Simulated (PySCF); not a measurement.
An unknown is described by computed data only.

Elements present: C and H. Monoisotopic mass: 80.0626 u.

| Property | Result |
| --- | --- |
| Dipole | 0.49 D [PBE0/def2-SVPD] |
| Rotational structure | rotational constants A, B, C: 7.131, 3.613, 2.675 GHz [GFN2-xTB] |
| UV, first state | lowest singlet excitation: 5.00 eV (248 nm, f = 0.061) [TDDFT PBE0/def2-SVPD] |
| Polarisability | 67.0 au [PBE0/def2-SVPD] |
| 1H NMR | chemical shifts (computed TMS as zero) by class: 6.67 (2 H), 6.66 (2 H), 3.18 (1 H), 1.17 (3 H) ppm [GIAO PBE0/pcSseg-1] |
| 13C NMR | chemical shifts (computed TMS as zero) by class: 149.9 (2 C), 138.1 (2 C), 52.9 (1 C), 15.9 (1 C) ppm [GIAO PBE0/pcSseg-1] |

Gas-phase values; electronic properties from PySCF, density fitting. Levels stand in brackets. NMR shifts are as computed; neighbouring signals can stand in another order in a measured spectrum. Isolated species at its GFN2-xTB geometry, gas phase. NMR values are class means; diastereotopic atoms form classes of their own.

Question: Which formula fits the mass and the elements?

Answer: C6H8 (calculated 80.0626). No other formula that holds each of these elements comes within 0.0003 u with a fitting electron parity and a possible valence count.

Question: What is the compound? Reason from the data.

Answer: Numbering: `[CH3:1][CH:2]1[CH:3]=[CH:4][CH:5]=[CH:6]1`. Its formula, C6H8, gives 3 degrees of unsaturation: 1 ring and 2 π bonds in the structure found. 6 carbons fall into 4 classes; from least to most shielded: alkene CH carbon [C3/C6] (149.9 ppm, 2 C), alkene CH carbon [C4/C5] (138.1 ppm, 2 C), allylic carbon [C2] (52.9 ppm), methyl carbon [C1] (15.9 ppm). Hydrogen classes from least to most shielded: 2 H on 2 alkene CH carbons, C3/C6 (6.67 ppm), 2 H on 2 alkene CH carbons, C4/C5 (6.66 ppm), 1 H on an allylic carbon, C2 (3.18 ppm), 3 H on a methyl carbon, C1 (1.17 ppm, a mean of values up to 1.1 ppm apart in this geometry). S1 is mainly HOMO→LUMO (weight 0.98); the largest Löwdin shares of the orbital it empties are 0.26 on each of 2 atoms of one kind (alkene CH carbon) and 0.17 on each of 2 atoms of one kind (alkene CH carbon), of the orbital it fills 0.19 on each of 2 atoms of one kind (alkene CH carbon) and 0.16 on each of 2 atoms of one kind (alkene CH carbon). The optimised geometry has point group Cs and is an asymmetric top. Structure: 5-methyl-1,3-cyclopentadiene, `CC1C=CC=C1`. Computed isomers that give other values at the same levels: `C=C[C@@H]1CC1=C` (13C chemical shifts (computed TMS as zero) by class: 149.5 (1 C), 144.3 (1 C), 119.2 (1 C), 111.1 (1 C), 25.9 (1 C), 13.7 (1 C) ppm); `C1=CCC=CC1` (13C chemical shifts (computed TMS as zero) by class: 131.3 (4 C), 30.5 (2 C) ppm); `C#CCC(=C)C` (13C chemical shifts (computed TMS as zero) by class: 150.7 (1 C), 119.1 (1 C), 87.2 (1 C), 75.9 (1 C), 30.9 (1 C), 24.3 (1 C) ppm). The assignments are read from this structure; whether some other isomer fits the data as well wasn't checked.
